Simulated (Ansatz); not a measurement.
We consider bcc Rb, described by r²SCAN (plane waves, PAW; Ansatz, an electronic-structure program).

Numerical settings: plane-wave cutoff 600 eV, 16×16×16 k mesh, Fermi–Dirac smearing 0.072 eV (set by the program), scalar-relativistic PAW data made under PBE.

Cell (relaxed at this level):

```cif
data_Rb2
_chemical_formula_sum 'Rb2'
_space_group_name_H-M_alt 'Im-3m'
_space_group_IT_number 229
_space_group_name_Hall '-I 4 2 3'
_cell_length_a 5.74585
_cell_length_b 5.74585
_cell_length_c 5.74585
_cell_angle_alpha 90.000
_cell_angle_beta 90.000
_cell_angle_gamma 90.000
loop_
_atom_site_label
_atom_site_type_symbol
_atom_site_symmetry_multiplicity
_atom_site_Wyckoff_symbol
_atom_site_fract_x
_atom_site_fract_y
_atom_site_fract_z
_atom_site_occupancy
Rb1 Rb 2 a 0.00000 0.00000 0.00000 1
```
(The calculation used a cell of 1 atom; values per cell refer to that cell.)

Predict the elastic constant C12, elastic constant C11, polycrystal shear modulus (Hill average) and elastic constant C44.


- elastic constant C12 = 2.44 GPa
- elastic constant C11 = 3.06 GPa
- polycrystal shear modulus (Hill average) = 0.93 GPa
- elastic constant C44 = 1.87 GPa

Measured, for comparison: elastic constant C12 2.87 GPa, elastic constant C11 3.41 GPa, elastic constant C44 2.21 GPa (temperature not stated, not corrected to a static lattice; as tabulated in arXiv:1601.06701). Computed (rounded) less measured: elastic constant C12 -15 %, elastic constant C11 -10 %, elastic constant C44 -15 %.

Elastic constants are with the ions relaxed.

Static lattice: no zero-point or thermal effects.

It cost around 10 core-minutes (rough) of CPU time.
